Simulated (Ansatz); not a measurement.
# GeH⁺, singlet in cc-pVQZ: errors against full CI

Geometry: a point of a stretch scan, not a stationary point.

```json
{"atom": "Ge", "x (Å)": "0.0000", "y (Å)": "0.0000", "z (Å)": "0.0000"}
{"atom": "H", "x (Å)": "0.0000", "y (Å)": "0.0000", "z (Å)": "1.2520"}
```

Basis cc-pVQZ; Ansatz 0.2.0. Only valence electrons are correlated (noble-gas cores and the filled d shells of p-block atoms frozen), which leaves 4 electrons in 84 orbitals. R marks a restricted (for open shells ROHF) determinant. Active spaces: valence = (4e, 5o) chosen from the atoms' valence shells. No spin–orbit coupling is included, and no scalar relativity.

Full CI is exact within this basis and frozen core; it isn't the basis-set limit.

The UHF ⟨S²⟩ is 0.010 and the T1 diagnostic (RCCSD) is 0.0091. The largest doubles amplitude (RCCSD) is 0.087.

```csv
level,E − E(full CI) (mEh),share of correlation (%),wall time
RHF,87.09,0.00,–
RMP2,19.02,78.16,–
RCCSD,1.52,98.25,–
RCCSD(T),0.28,99.67,1.9 s
BCCD(T),0.28,99.67,2.7 s
RCCSDT,0.05,99.95,–
RCCSDT(Q),0.01,99.99,13 s
CASSCF (valence space),42.73,50.93,–
NEVPT2 (valence space),12.21,85.98,5.5 s
```

The correlation energy at full CI, counted from RHF, is -2.370 eV. That run took 26 s on 1 thread of Arm Neoverse V1, shared host over 3,068,596 determinants.

Times hold each run's SCF and search for its determinant on a shared host, so for small cases they say little of a method's own cost; they ran on 1 thread of Arm Neoverse V1.

The full-CI state has the irrep A1 of C2v, in the program's axes (one component, if the state is degenerate).

Natural occupations of full CI about the gap: 1.963 1.901 0.044 0.044 0.016 0.008 0.008 0.005 0.003 0.002; effectively unpaired electrons, Σ n²(2−n)², 0.06.
